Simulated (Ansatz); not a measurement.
Ansatz (a first-principles code) input:

Ansatz 0.2 input:
```yaml
crystal:
  periodic: [false, false, false]
  atoms:
    - {symbol: C, position_ang: [-0.00000000, -0.00000000, -0.51434199]}
    - {symbol: O, position_ang: [0.00000000, 0.00000000, 0.58709802]}
    - {symbol: H, position_ang: [-0.00000000, -0.00000000, -1.61073223]}
basis:
  gaussian:
    orbitals: aug-cc-pVDZ
total_charge: 1
magnetization: {spin_polarized: false}
correlation: {method: ccsd_t, electrons: outside_noble_gas}
output: {forces: true}
```

Question: What final total energy does it print?

Answer: -113.30650 Eh (CCSD(T)/aug-cc-pVDZ). The basis has 55 functions.
